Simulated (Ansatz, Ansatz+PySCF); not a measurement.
```yaml
atoms:
  - { symbol: C, position_ang: [-0.0096, -0.0021, -0.4907] }
  - { symbol: C, position_ang: [-0.0056, 1.1980, 0.2120] }
  - { symbol: C, position_ang: [0.0076, -1.1938, 0.2163] }
  - { symbol: H, position_ang: [-0.0091, -0.0029, -1.5843] }
  - { symbol: H, position_ang: [0.0090, 2.1624, -0.3000] }
  - { symbol: H, position_ang: [0.0000, 1.2078, 1.3177] }
  - { symbol: H, position_ang: [-0.0031, -2.1513, -0.2979] }
  - { symbol: H, position_ang: [-0.0041, -1.2040, 1.2995] }
```

RHF-MP2 on singlet C₃H₅(+) was run in several spherical basis sets with Ansatz (development build ahead of 0.2.0). Frozen core: 3 orbitals.

(1) Rank the basis sets by the total energy that they give, lowest first, with the distance from the lowest.
A. 6-31G(d)
B. def2-SVP
C. STO-3G
D. def2-TZVP
E. cc-pVDZ

Results:

(1) D (0.00 eV), E (2.70 eV), A (3.63 eV), B (5.32 eV), C (46.14 eV).

Totals follow the description of the cores as much as that of the bonds, so this order isn't one of quality for chemistry.
